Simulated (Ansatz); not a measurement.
`CC(C)CCC(C)C`. Charge 0, multiplicity 1. The structure was optimised at the PBE0-D4/def2-TZVP level. It is one conformer, not always the lowest.

```xyz
26

C    -1.701   -0.851    1.828
C    -1.363   -1.389    0.444
C    -1.269   -2.907    0.471
C    -0.075   -0.785   -0.110
C    -0.118    0.721   -0.316
C     1.081    1.295   -1.066
C     2.387    1.079   -0.314
C     0.870    2.775   -1.351
H    -2.611   -1.315    2.216
H    -0.891   -1.070    2.533
H    -1.856    0.229    1.823
H    -2.179   -1.111   -0.237
H    -0.465   -3.233    1.139
H    -1.058   -3.311   -0.523
H    -2.198   -3.358    0.828
H     0.151   -1.265   -1.070
H     0.749   -1.051    0.564
H    -0.199    1.233    0.650
H    -1.030    0.974   -0.871
H     1.153    0.771   -2.029
H     2.606    0.019   -0.167
H     2.344    1.551    0.674
H     3.228    1.520   -0.854
H     1.702    3.194   -1.923
H     0.792    3.341   -0.417
H    -0.048    2.945   -1.920
```

Question: What is the dipole moment at B3LYP/def2-TZVPP? (An estimate is asked.)

Answer: The calculation gave: 0.17 D, with components (-0.07, -0.02, -0.15) D in this frame, pointing from negative to positive charge.

Question: And with PBE, r2SCAN, ωB97M-V? (Estimate.)

Answer: Ansatz gave: PBE 0.18 D, r2SCAN 0.17 D, ωB97M-V 0.17 D.

Question: Give the Mulliken charges with B3LYP, PBE, r2SCAN in def2-TZVPP. (Best estimate.)

Answer: Ansatz gave: 
```csv
atom,B3LYP,PBE,r2SCAN
C1,-0.27,-0.26,-0.19
C2,0.08,0.09,0.18
C3,-0.27,-0.26,-0.18
C4,-0.11,-0.11,-0.08
C5,-0.11,-0.11,-0.08
C6,0.08,0.09,0.18
C7,-0.27,-0.26,-0.19
C8,-0.27,-0.26,-0.18
H9,0.08,0.07,0.04
H10,0.07,0.07,0.04
H11,0.08,0.08,0.05
H12,0.02,0.02,-0.03
H13,0.07,0.07,0.04
H14,0.08,0.07,0.04
H15,0.08,0.07,0.04
H16,0.05,0.05,0.03
H17,0.05,0.04,0.02
H18,0.05,0.04,0.02
H19,0.05,0.05,0.03
H20,0.02,0.02,-0.03
H21,0.08,0.08,0.05
H22,0.07,0.07,0.04
H23,0.08,0.07,0.04
H24,0.08,0.07,0.04
H25,0.07,0.07,0.04
H26,0.08,0.07,0.04
```

B3LYP here is the variant with VWN-RPA as its local correlation; programs differ in this.
